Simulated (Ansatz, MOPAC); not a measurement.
Process, species as SMILES: [SiH3]OCCO[SiH3] + 5 [H][H] (H2) -> 2 C (CH4) + 2 O (H2O) + 2 [SiH4] (SiH4)

Wanted: energy of full hydrogenation (enthalpy at 298 K), in kcal/mol. Conventions: six Cartesian d functions in 6-31G* and its kin unless marked 5d; valence correlation only; no spin-orbit coupling; non-relativistic; dispersion terms only where a functional's name holds one. CBS(X,Y): correlation extrapolated as X^-3; Hartree-Fock from the larger set. Ab initio and DFT rows: single points at B3LYP-D3(BJ) geometries (Ansatz, a first-principles code), with unscaled harmonic terms from B3LYP/6-31G* (Ansatz) at its own minima. Semi-empirical rows: MOPAC heats of formation at their own minima for 298 K.

| species | coefficient | E at MP2/6-31G* (Ansatz), Eh | E at wB97M-V/def2-TZVPD (Ansatz), Eh | H(298 K) - E, kcal/mol | heat of formation at PM3 (MOPAC), kcal/mol |
|---|---|---|---|---|---|
| [SiH3]OCCO[SiH3] | -1 | -809.92901 | -811.67758 | 80.10 | -117.16 |
| [H][H] (H2) | -5 | -1.14411 | -1.16077 | 8.44 | -13.39 |
| C (CH4) | +2 | -40.33255 | -40.49098 | 30.76 | -13.03 |
| O (H2O) | +2 | -76.19675 | -76.43347 | 15.65 | -53.43 |
| [SiH4] (SiH4) | +2 | -291.30711 | -291.84546 | 22.18 | 12.47 |

Coupled cluster (Ansatz) is a level with limits of its own, used here on species with T1 under 0.025 (0.045 for open shells) and stable references: CCSD(T)/CBS(cc-pV(T+d)Z,cc-pV(Q+d)Z). Value to compare with, CCSD(T)/CBS(cc-pV(T+d)Z,cc-pV(Q+d)Z) (Ansatz): -21.3 kcal/mol. 1 Eh = 627.5095 kcal/mol.

**Question.** Compute it at each level from the table, and compare with CCSD(T)/CBS(cc-pV(T+d)Z,cc-pV(Q+d)Z) (Ansatz).

**Answer.** 
- MP2/6-31G*: the sum of coefficient times E is -0.02326 Eh, or -14.60 kcal/mol; the thermal terms add 14.88. Result: 0.3 kcal/mol. Its difference against CCSD(T)/CBS(cc-pV(T+d)Z,cc-pV(Q+d)Z) (Ansatz) is 21.6 kcal/mol.
- wB97M-V/def2-TZVPD: the sum of coefficient times E is -0.05839 Eh, or -36.64 kcal/mol; the thermal terms add 14.88. Result: -21.8 kcal/mol. Its difference against CCSD(T)/CBS(cc-pV(T+d)Z,cc-pV(Q+d)Z) (Ansatz) is -0.5 kcal/mol.
- PM3: the sum of coefficient times heat of formation is 76.13 kcal/mol; it needs no thermal term. Its difference against CCSD(T)/CBS(cc-pV(T+d)Z,cc-pV(Q+d)Z) (Ansatz) is 97.4 kcal/mol.
